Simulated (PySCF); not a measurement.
## Level sweep

Compound: C₄H₉N.
Structure used (PBE0-D3(BJ)/def2-SVP), in Å, numbered top down from 1:
```xyz
14
C4H9N angstrom
C      1.883    0.523    0.066
N      0.871   -0.482    0.284
C     -0.338   -0.262   -0.436
C     -1.376    0.613    0.205
C     -1.594   -0.868    0.110
H      1.523    1.498    0.430
H      2.176    0.660   -0.998
H      2.791    0.274    0.637
H      1.235   -1.410    0.087
H     -0.270   -0.190   -1.536
H     -1.968    1.275   -0.432
H     -1.125    1.019    1.189
H     -1.489   -1.448    1.030
H     -2.338   -1.247   -0.594
```

PySCF, dipoles from the SCF density, polarisabilities from static response with core orbitals frozen. Geometry: PBE0-D3(BJ)/def2-SVP, one conformer, isolated molecule.

The anisotropy is √(½[(α1 − α2)² + (α2 − α3)² + (α3 − α1)²]).

| level | μ (D) | α (au) | anisotropy (au) |
| --- | --- | --- | --- |
| LDA/def2-SVPD | 0.904 | 60.80 | 13.93 |
| PBE/def2-SVPD | 0.863 | 59.94 | 13.85 |
| B3LYP/def2-SVPD | 0.903 | 58.08 | 12.83 |
| PBE0/def2-SVPD | 0.907 | 57.40 | 12.76 |
| BHandHLYP/def2-SVPD | 0.946 | 55.83 | 11.97 |
| CAM-B3LYP/def2-SVPD | 0.945 | 56.94 | 12.07 |
| wB97X-D/def2-SVPD | 0.939 | 56.91 | 12.02 |
| LC-wPBE/def2-SVPD | 0.969 | 55.22 | 11.41 |
| HF/def2-SVPD | 0.989 | 53.77 | 11.03 |
| PBE0/6-31G* | 0.918 | 47.85 | 11.32 |
| PBE0/6-31+G* | 0.989 | 54.39 | 11.43 |
| PBE0/def2-SVP | 0.908 | 49.54 | 11.51 |
| PBE0/aug-cc-pVDZ | 0.897 | 59.31 | 13.07 |
| PBE0/def2-TZVP | 0.894 | 56.19 | 12.86 |
| PBE0/def2-TZVPD | 0.896 | 59.00 | 13.15 |

The dipole runs from 0.86 D (PBE/def2-SVPD) to 0.99 D (HF/def2-SVPD). No reference polarisability is at hand; against PBE0 in the largest diffuse basis at hand (def2-TZVPD) the other PBE0 rows deviate by 6-31G* -19%, 6-31+G* -8%, def2-SVP -16%, def2-SVPD -3%, aug-cc-pVDZ +1%, def2-TZVP -5%. In one basis (def2-SVPD) the functionals order the polarisability from HF (lowest) to LDA (highest), a spread of 13%. With PBE0 the polarisability is 51.19 au without diffuse functions (mean of 6-31G*, def2-SVP and def2-TZVP) and 57.53 au with them (mean of 6-31+G*, def2-SVPD, aug-cc-pVDZ and def2-TZVPD).
